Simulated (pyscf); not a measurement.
One addition across a multiple bond or ene-type step on the singlet surface with elements of a group swapped. ωB97M-D3(BJ)/def2-TZVP, kcal/mol, from the separated reactants. PySCF, gas phase, ωB97X-D3(BJ)/def2-SVP geometries.

```tsv
step	barrier	reaction energy	imaginary mode (i cm⁻¹)
CH₄ + H₃C–Ga=NH → H₃C–Ga(CH₃)–NH₂	25.1	-51.5	1608
CH₄ + H₃C–Al=NH → H₃C–Al(CH₃)–NH₂	…	…	1222
```

Task: What belongs in the gaps?

Result: 
- CH₄ + H₃C–Al=NH → H₃C–Al(CH₃)–NH₂, barrier: 12.6
- CH₄ + H₃C–Al=NH → H₃C–Al(CH₃)–NH₂, reaction energy: -61.3

Each row is the saddle that its search found. Elements up to Kr have no core potential and no relativistic terms here.
